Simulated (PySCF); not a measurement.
PySCF input for phosphine (H3P), SMILES P, PBE/pcSseg-2. Geometry: PBE0-D3(BJ)/def2-TZVPD.

```python
import numpy as np
from pyscf import gto, scf, dft
from pyscf.prop.nmr import rks as nmr

mol = gto.M(
    atom='''
    P    -0.00000000    0.00000000    0.12902088
    H    -1.03075911   -0.59510905   -0.64510439
    H     0.00000004    1.19021808   -0.64510441
    H     1.03075911   -0.59510909   -0.64510435
    ''',
    basis='pcSseg-2',
    charge=0,
    spin=0,
    max_memory=1600,
    verbose=3,
)
mf = dft.RKS(mol, xc='pbe')
mf.grids.level = 3
mf.conv_tol = 1e-10
mf.max_cycle = 100
mf.kernel()
n = nmr.NMR(mf)
n.verbose = 2
n.max_cycle_cphf = 60
sigma = n.kernel()
print('atom   isotropic/ppm   span/ppm')
for i, s in enumerate(sigma):
    w = np.linalg.eigvalsh((s + s.T) / 2)
    print(f'{mol.atom_symbol(i):2s}{i + 1:3d} {w.mean():14.3f} {w[2] - w[0]:11.3f}')
```

It prints:

```
converged SCF energy = -342.991835051587
atom   isotropic/ppm   span/ppm
P   1        573.495      69.429
H   2         29.407      11.045
H   3         29.407      11.045
H   4         29.407      11.045
```

Self-consistency was reached.
